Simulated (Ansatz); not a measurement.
**Hf₅N₅O₂ (C2/m)**

All numbers below come from DFT PBEsol, scalar-relativistic, plane waves, PAW (Ansatz 0.2.0).

Settings: cutoff 420 eV, Γ-centred mesh 12×12×4 on the computed 12-atom cell, Gaussian smearing of 0.10 eV; no spin polarisation.

The structure is relaxed at this level of theory with its symmetry kept. Whether it is the stable form of this composition wasn't checked.

```
Hf N O
1.0
     5.16989   -1.52474   -0.00525
     5.16989    1.52474   -0.00525
    -2.42239    0.00000    8.71459
Hf N O
5 5 2
Direct
  0.11286 0.11286 0.42320
  0.70295 0.70295 0.80898
  0.29705 0.29705 0.19102
  0.88714 0.88714 0.57680
  0.00000 0.00000 0.00000
  0.50000 0.50000 0.50000
  0.65687 0.65687 0.05303
  0.73695 0.73695 0.35207
  0.26305 0.26305 0.64793
  0.34313 0.34313 0.94697
  0.04478 0.04478 0.78679
  0.95522 0.95522 0.21321
```

| Quantity | Value |
| --- | --- |
| Space group | C2/m (No. 12) |
| Volume per atom | 11.45 Å³ |
| Formation energy from the elements' standard states (uncorrected) | -2.189 eV/atom |
| Kohn–Sham band gap | none (metal) |
| Density of states at the Fermi level | 0.96 states/eV per cell |
| Löwdin character within 0.5 eV of the Fermi level | Hf 5d 74 %, N 2p 17 % |

Spin-orbit coupling is left out, which matters for the bands of heavy elements. Spin polarisation was left out, and a magnetic state may lie lower.

Cost: 1 run of about 14 core-minutes, on Arm Neoverse V1 (shared hosts).